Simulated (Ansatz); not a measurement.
`NCC(F)(F)F` + H₂O → `OCC(F)(F)F` + NH₃ at 700 K and 1 bar (formal hydrolysis of a C–N bond).

Isolated molecules relaxed with PBE0-D4/def2-TZVP in Ansatz; ΔE leaves out vibrations. CBS: MP2 limit from def2 TZ/QZ plus the TZ coupled-cluster correction, frozen cores. This one scheme is used for every species. One conformer a species, not always the lowest.

| species | CCSD(T)/CBS energy (Eh) | H − E (kJ/mol) | S (J/(mol·K)) |
| --- | --- | --- | --- |
| `NCC(F)(F)F` | -432.59508 | 256.2 | 432.3 |
| H₂O | -76.37941 | 80.5 | 218.4 |
| `OCC(F)(F)F` | -452.45922 | 219.4 | 421.9 |
| NH₃ | -56.50880 | 116.9 | 226.5 |

H − E and S are ideal-gas, rigid-rotor, harmonic terms from PBE0-D4/def2-TZVP, for one conformer and one mirror image of each species. 1 Eh = 2625.50 kJ/mol, R = 8.31446 J/(mol·K).

Q: By hand: ΔE, ΔH, ΔS and ΔG.

A: ΔE = (-452.45922) + (-56.50880) − (-432.59508) − (-76.37941) = 0.00647 Eh = 17.0 kJ/mol. Δ(H − E) = 219.4 + 116.9 − 256.2 − 80.5 = -0.4, so ΔH = 16.6 kJ/mol. ΔS = 421.9 + 226.5 − 432.3 − 218.4 = -2.3 J/(mol·K). ΔG = 16.6 − 700 × (-2.3)/1000 = 18.2 kJ/mol.

Q: By hand: the equilibrium constant, and the temperature at which ΔG would vanish if ΔH and ΔS stayed fixed.

A: log₁₀ K = −ΔG/(RT ln 10) = -1.4. ΔH and −TΔS have one sign here, so there is no such temperature. One of them is within its doubt of zero, so this could turn.

The number of gas molecules stays the same, so ΔS is small and ΔH decides. A doubt of 5 kJ/mol in ΔE shifts log₁₀ K by 0.4 here. Other conformers and mirror images would add mixing entropy, several J/(mol·K) or more a flexible species. These are equilibria of isolated gas molecules and say nothing of rates. Largest T1 diagnostic: 0.011 (customary marks: 0.02 for closed shells, 0.045 for open ones).
